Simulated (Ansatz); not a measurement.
`B[SiH2]N` and `N[SiH2]F` differ in one atom or group.

Ansatz, PBE0-D4/def2-TZVP geometries, multiplicity 1. Each molecule was computed in one conformer, which needn't be the lowest.

```csv
property,`B[SiH2]N`
LUMO energy (PBE/def2-TZVPP) / eV,-3.27
HOMO energy (ωB97M-V/def2-TZVPP) / eV,-9.58
"ideal-gas entropy at 298 K and 1 bar (rigid rotor, harmonic PBE0-D4/def2-TZVP) / J/(mol·K)",304
zero-point energy (PBE0-D4/def2-TZVP) / kJ/mol,163.6
HOMO–LUMO gap (ωB97M-V/def2-TZVPP) / eV,9.29
LUMO energy (B3LYP/def2-TZVPP) / eV,-2.46
```

Q: What does the change do to each property? (Estimate.)

A: Computed: 
```csv
property,`N[SiH2]F`,shift
LUMO energy (PBE/def2-TZVPP) / eV,-0.26,3.01
HOMO energy (ωB97M-V/def2-TZVPP) / eV,-10.59,-1.01
"ideal-gas entropy at 298 K and 1 bar (rigid rotor, harmonic PBE0-D4/def2-TZVP) / J/(mol·K)",282,-22
zero-point energy (PBE0-D4/def2-TZVP) / kJ/mol,121.3,-42.3
HOMO–LUMO gap (ωB97M-V/def2-TZVPP) / eV,12.61,3.32
LUMO energy (B3LYP/def2-TZVPP) / eV,0.24,2.70
```

With PBE0 the HOMO falls by 0.89 eV and the LUMO rises by 2.81 eV, so the gap widens by about 3.70 eV. PBE moves the HOMO by -0.77 eV and ωB97M-V by -1.01 eV. The zero-point energy changes by -42.3 kJ/mol with -6 modes.

B3LYP here is the variant with VWN-RPA as its local correlation; programs differ in this.
